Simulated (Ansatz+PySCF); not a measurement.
The numbers below are computed, except where a source is named.
**Several solutions for doublet CH₃**

```yaml
atoms:
  - { symbol: C, position_ang: [0.0000, 0.0000, 0.0000] }
  - { symbol: H, position_ang: [2.0171, 0.0000, 0.0000] }
  - { symbol: H, position_ang: [-0.5452, 0.9443, 0.0000] }
  - { symbol: H, position_ang: [-0.5452, -0.9443, 0.0000] }
```

Basis set: STO-3G (spherical functions). Charge 0, multiplicity 2.

PBE0 (unrestricted) was run from several starts with Ansatz (development build ahead of 0.2.0) and PySCF 2.14.0.

```tsv
run	program	start	converged	energy (hartree)	<S²>
A	Ansatz	atomic start, no search	yes	-39.10601	1.25
B	Ansatz	stability test followed	yes	-39.10602	–
C	PySCF	program defaults	no	–	–
D	Ansatz	search for the lowest state	yes	-39.10601	1.25
E	Ansatz	stability test followed	yes	-39.10601	1.25
```

Which runs reached the lowest solution of this kind, and what is wrong with the others?

A, B, D, E reached the lowest solution found. Not converged: C. Caution: charge can spread falsely over distant fragments. Caution: the unrestricted determinant is spin contaminated.
